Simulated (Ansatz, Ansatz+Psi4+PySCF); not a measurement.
```
atom    x (Å)    y (Å)    z (Å)
  Si   0.0000   0.0000   0.0000
   H   0.8677   0.8677   0.8677
   H  -0.8677  -0.8677   0.8677
   H  -0.8677   0.8677  -0.8677
   H   0.8677  -0.8677  -0.8677
```

Basis set: cc-pVTZ on H; cc-pV(T+d)Z on Si (spherical functions). Left uncorrelated: 5 orbitals. Charge 0, multiplicity 1.

Computed with Ansatz (development build ahead of 0.2.0); each method stands on the lowest determinant of its kind that the runs found. Restricted open shells among the atoms or ions are ROHF, correlated in semicanonical orbitals with singles.

**Question.** Give the atomization energy at this shape (free ground-state atoms in the same class of orbitals less the molecule, no zero-point energy) of singlet SiH4 by RHF-CCSD(T), RHF-MP2, RHF.

**Answer.**

| method | atomization energy |
| --- | --- |
| RHF-CCSD(T) | 13.79 eV |
| RHF-MP2 | 13.43 eV |
| RHF | 11.19 eV |
